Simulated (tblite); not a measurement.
Question: Write Cartesian coordinates for `C=C1CC([SH+])C1` [radical] as optimised with GFN2-xTB. (Charge +1 and doublet state.)

Answer: 
```
atom  x, y, z in Å
C1     2.2670    0.1548   -0.1824
C2     0.9401    0.0201   -0.0984
C3     0.0361   -1.1596    0.0766
C4    -1.1110   -0.1809    0.3494
S5    -2.6769   -0.4688   -0.5082
C6    -0.1925    0.9964   -0.0601
H7     2.9186   -0.7033   -0.1827
H8     2.7266    1.1214   -0.3070
H9     0.3080   -1.8346    0.8903
H10   -0.0925   -1.7705   -0.8183
H11   -1.3614   -0.1258    1.4132
H12   -3.2351    0.7140   -0.2007
H13   -0.0885    1.8233    0.6429
H14   -0.4393    1.4132   -1.0367
```

Orientation and origin are arbitrary. Atoms count from 1 in this order. C2 (carbon bonded to 3 C) is planar (angles 133.4°, 133.4° and 93.1°, sum 359.9°, 0.02 Å off the plane of its three neighbours). S5 (sulfur bonded to C and H) is bent (angle 96.4°). The 5 C–C bonds span 1.336 Å (C1=C2, drawn double) to 1.548 Å (C4–C6, drawn single), a spread of 0.212 Å. The 4-membered ring C2–C3–C4–C6 has internal angles of 87.7° to 93.1° (sum 359°, against 360° for a flat polygon); it is slightly puckered (a soft mode that the optimisation may not have finished), 0.06 Å rms from its mean plane, widest ring torsion 9°.

Bonds between heavy atoms (Å): C1=C2 1.336, C2–C3 1.497, C3–C4 1.532, C4–S5 1.808, C4–C6 1.548, C2–C6 1.496.

The geometry is computed with GFN2-xTB (gas phase). This method treats the open shell by occupation alone, without spin polarisation.

Its GFN2-xTB frequencies are all real (lowest 74 cm⁻¹). Torsions: C3–C4–S5–H -168°, C1–C2–C3–C4 168°, C2–C3–C4–S5 133°, C3–C4–C6–C2 -8°, C1–C2–C6–C4 -168°. 3 starts were optimised and ended at 0.00, 0.57 and 0.64 kcal/mol (GFN2-xTB); the lowest of these is shown.

One conformer stands for the species.
